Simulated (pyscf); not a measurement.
PySCF, gas phase, ωB97X-D3(BJ)/def2-SVP geometries.

Question: Estimate the classical barrier height and the reaction energy of HF + [F–Ti(F)–F]• → F–Ti(F)(F)–F + H• at r²SCAN/def2-TZVP. The step runs on the doublet surface, breaks F–H and forms F–Ti; take the separated reactants as zero.

Answer: ΔE‡ = 48.1 kJ/mol, ΔE = -12.1 kJ/mol. ωB97M-D3(BJ)/def2-TZVP gives 131.4 kJ/mol and +40.5 kJ/mol. Zero-point energy shifts the barrier by -12.9 kJ/mol. It is an atom transfer, with an imaginary mode of 2312i cm⁻¹. On the reactant side the descent ends in an adduct with a F–Ti contact, 55.0 kJ/mol under the separated species and 184.6 kJ/mol under the saddle at ωB97X-D3(BJ)/def2-TZVP. What is counted as formed (F–Ti) is already present as a longer contact in the reactant adduct; forming that adduct is a step of its own. One saddle was located; it need not be the lowest between these sides. The angle at the transferred F is 126°: a side-on saddle, likely not the lowest. Open-shell species with a d-block atom are single-reference here; other states, and whether the spin sits on metal or ligand, were not checked.
